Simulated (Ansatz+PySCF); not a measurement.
# singlet C2H6 in separate pieces: levels of theory in one basis

```yaml
atoms:
  - { symbol: C, position_ang: [0.0000, 0.0000, 0.0000] }
  - { symbol: H, position_ang: [1.0903, 0.0000, 0.0000] }
  - { symbol: H, position_ang: [-0.5452, 0.9443, 0.0000] }
  - { symbol: H, position_ang: [-0.5452, -0.9443, 0.0000] }
  - { symbol: C, position_ang: [30.0000, 0.0000, 0.0000] }
  - { symbol: H, position_ang: [29.8967, -0.9660, -0.4950] }
  - { symbol: H, position_ang: [30.2784, 0.8817, -0.5779] }
  - { symbol: H, position_ang: [29.8250, 0.0843, 1.0729] }
```

Basis set: cc-pVDZ (spherical functions). Left uncorrelated: 2 orbitals. Charge 0, multiplicity 1.

Computed with Ansatz (development build ahead of 0.2.0); each method stands on the lowest determinant of its kind that the runs found. NEVPT2 correlates all electrons. Active spaces start from the frontier orbitals, and the lowest solution found is given.

| method | E − E(RHF) (eV) | <S²> of the determinant |
| --- | --- | --- |
| RHF | 0.00 | 0.00 |
| UHF | -6.95 | 1.02 |
| UHF-MP2 | -13.87 | 1.02 |
| RHF-CCSD | -14.12 | – |
| UHF-CCSD | -15.12 | 1.02 |
| RHF-CCSD(T) | -16.15 | – |
| UHF-CCSD(T) | -15.26 | 1.02 |
| SC-NEVPT2(2,2) | -14.03 | – |

(1) What does CASSCF(2,2) give on the same scale?

(2) Is a single determinant a sound starting point here?

Results:

(1) -6.72 eV.

(2) It is doubtful. Unrestricted orbitals lower Hartree–Fock by 6.95 eV and <S²> is 1.02 where a pure state has 0.00, a sign of strong static correlation. The CASSCF(2,2) natural occupations are 1.00, 1.00.

Caution for RHF, RHF-CCSD, RHF-CCSD(T): an unrestricted determinant lies well below. Caution for UHF, UHF-MP2, UHF-CCSD, UHF-CCSD(T): the unrestricted determinant is a mixture of spin states. Caution for UHF-MP2, UHF-CCSD, UHF-CCSD(T): bonds are stretched, where a single reference can fail. Caution for RHF-CCSD, RHF-CCSD(T): very large amplitudes, the method is breaking down; the amplitudes may be one of several solutions. Caution for UHF-CCSD, UHF-CCSD(T): the program doubts this total.
